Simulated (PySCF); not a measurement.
Several species in one continuum solvent.

Computed with PySCF at PBE0/pcSseg-1, non-relativistic, each on one gas-phase PBE0-D3(BJ)/def2-SVP geometry that isn't relaxed in the solvent. The solvent is an IEF-PCM continuum (van der Waals radii × 1.2). Only the electrostatic response of the medium enters.

Task: Order them by E(solvent) − E(gas) in benzene (ε = 2.271), most negative first (kcal/mol).
A. cyclopropenone, `O=c1cc1`
B. `[Cl:1][CH:2]([Cl:3])[C:4]1=[CH:5][CH:6]=[CH:7][CH:8]=[CH:9][CH2:10]1` with Cl1–C2–C4–C5 -117°, C4–C5–C6–C7 31°, C6–C7–C8–C9 -32°, C8–C9–C10–C4 68°, C2–C4–C10–C9 113°
C. `[cH:1]1[cH:2][cH:3][c:4]2[c:5]([cH:6]1)[CH2:7][CH2:8][CH2:9][NH:10]2` with C4–C5–C7–C8 -22°, C5–C7–C8–C9 49°, C7–C8–C9–N10 -58°, C8–C9–N10–C4 42° (1,2,3,4-tetrahydroquinoline)
D. `[CH:1]#[C:2][C:3]([CH3:4])([CH3:5])[n:6]1[cH:7][cH:8][cH:9][cH:10]1` with C2–C3–N6–C7 -179°

Result: A (-3.3), D (-2.7), C (-2.3), B (-2.1).

```tsv
SMILES	charge	ΔE (kcal/mol)	polarisation term (kcal/mol)	HOMO shift (eV)	dipole gas (D)	dipole solvent (D)	atoms
O=c1cc1	0	-3.3	-3.7	-0.04	4.14	4.68	6
C#CC(C)(C)n1cccc1	0	-2.7	-2.9	-0.10	2.32	2.66	21
c1ccc2c(c1)CCCN2	0	-2.3	-2.5	-0.02	2.03	2.39	21
ClC(Cl)C1=CC=CC=CC1	0	-2.1	-2.2	+0.06	2.19	2.48	18
```

The polarisation term is half the interaction of the solute with the induced surface charges.
